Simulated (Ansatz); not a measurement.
Input file:

```yaml
crystal:
  periodic: [false, false, false]
  atoms:
    - {symbol: Co, position_ang: [-0.468717, 0.003975, 0.002965]}
    - {symbol: N, position_ang: [1.556086, -0.013196, -0.009844]}
    - {symbol: H, position_ang: [1.919146, -0.963427, -0.007217]}
    - {symbol: H, position_ang: [1.936371, 0.461463, 0.805533]}
    - {symbol: H, position_ang: [1.925921, 0.452935, -0.834890]}
basis:
  gaussian: {orbitals: def2-SVP}
magnetization: {spin_polarized: true, initial_magnetization: 3}
correlation: {method: ccsd_t, electrons: outside_noble_gas}
```

```sh
$ ansatz run in.yaml --threads 1 --pin off --events-out ev --progress --plain --max-ram 2816MiB --backend cpu
```

Output:

```
634 factors; integrals over basis functions are off by at most 1.0e-3 eV
mean field evaluation 1: about -39102.9399 eV, gradient 3.8e1 eV
mean field evaluation 2: about -39103.0407 eV, gradient 3.8e1 eV
mean field evaluation 4: about -39109.4868 eV, gradient 4.0e0 eV
mean field evaluation 8: about -39109.9913 eV, gradient 1.6e0 eV
mean field evaluation 16: about -39111.5656 eV, gradient 2.1e0 eV
mean field evaluation 32: about -39112.3165 eV, gradient 2.4e-1 eV
mean field evaluation 64: about -39110.4376 eV, gradient 6.3e-1 eV
mean field evaluation 96: about -39110.5198 eV, gradient 7.9e-2 eV
mean field evaluation 128: about -39110.5220 eV, gradient 8.5e-1 eV
mean field evaluation 160: about -39112.3120 eV, gradient 2.6e0 eV
...
mean field evaluation 576: about -39112.2224 eV, gradient 2.7e-2 eV
mean field evaluation 608: about -39107.5163 eV, gradient 1.9e1 eV
mean field evaluation 640: about -39112.2234 eV, gradient 2.8e-2 eV
mean field evaluation 672: about -39110.9510 eV, gradient 2.7e0 eV
mean field evaluation 704: about -39108.2671 eV, gradient 1.2e0 eV
mean field evaluation 736: about -39107.9804 eV, gradient 2.9e-3 eV
mean field evaluation 768: about -39107.7358 eV, gradient 4.1e-1 eV
mean field evaluation 800: about -39107.5603 eV, gradient 1.2e0 eV
mean field evaluation 832: about -39112.0945 eV, gradient 4.1e-1 eV
mean field -39112.32588295 eV, -1437.3514649116 hartree, gradient 5.0e-9 eV, S^2 3.775349; 16 other end points of the search recorded, 0 dependent functions left out
determinant -39112.32588295 eV, -1437.3514649116 hartree, with singles and doubles -39122.34628337 eV, -1437.7197078350 hartree
determinant -39112.31029256 eV, -1437.3508919756 hartree, with singles and doubles -39122.32670510 eV, -1437.7189883468 hartree
determinant -39112.22249990 eV, -1437.3476656545 hartree, with singles and doubles -39122.21714896 eV, -1437.7149622331 hartree
determinant -39112.22231106 eV, -1437.3476587151 hartree, with singles and doubles -39122.21692897 eV, -1437.7149541487 hartree
determinant -39111.91133554 eV, -1437.3362305753 hartree, with singles and doubles -39122.13261906 eV, -1437.7118558166 hartree
determinant -39111.81374218 eV, -1437.3326440856 hartree, with singles and doubles -39121.61907501 eV, -1437.6929834209 hartree
determinant -39112.32588295 eV, -1437.3514649116 hartree, with singles and doubles -39122.37113900 eV, -1437.7206212628 hartree
determinant -39112.31029256 eV, -1437.3508919756 hartree, with singles and doubles -39122.34799204 eV, -1437.7197706275 hartree
determinant -39112.22249990 eV, -1437.3476656545 hartree, with singles and doubles -39122.24880983 eV, -1437.7161257484 hartree
determinant -39112.22231106 eV, -1437.3476587151 hartree, with singles and doubles -39122.24849815 eV, -1437.7161142947 hartree
determinant -39111.91133554 eV, -1437.3362305753 hartree, with singles and doubles -39122.17436611 eV, -1437.7133899925 hartree
10 core orbitals not correlated: weight in the atoms' cores, before any rotation towards them, 1.000 or more for the frozen orbitals, at most 0.000 for the correlated occupied ones
reference -39112.32588295 eV, -1437.3514649116 hartree; 10, 7 occupied and 40, 43 virtual orbitals, 634 factors
second order -9.24199296 eV of doubles, -0.00000000 eV of singles
cycle   1  -10.04525879 eV  change   -2.7e-6 eV  update   3.9e-6
perturbative correction -0.25137642 eV, -0.0092379131 hartree
Total energy: -39122.62251816 eV, -1437.7298592764 hartree
```

Ran on 1 thread of AMD EPYC 7R13, shared host: 43 s wall, 0.26 GiB peak host memory.
